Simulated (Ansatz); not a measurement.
## Rhombohedral A7 Sb

All values below come from r²SCAN+rVV10 (Ansatz, a program for electronic structure, PAW).

Settings: plane-wave cutoff 600 eV, 18×18×18 k mesh, Fermi–Dirac smearing 0.08 eV (set by the program), scalar-relativistic PAW data made under PBE.

Cell: relaxed at this level.

```yaml
elastic constant C11: 97.6 GPa
elastic constant C12: 28.1 GPa
elastic constant C13: 23.0 GPa
elastic constant C33: 40.1 GPa
elastic constant C44: 36.9 GPa
elastic constant C66: 34.8 GPa
Voigt–Reuss–Hill bulk modulus: 38.8 GPa
Voigt–Reuss–Hill shear modulus (Hill average): 26.3 GPa
young_modulus: 64.4 GPa
poisson_ratio: 0.223
```

Elastic constants are with the ions relaxed.

Spin–orbit coupling is not included.

Computed values are for the static lattice.

Cost on a shared machine: very roughly 2.6 core-hours.
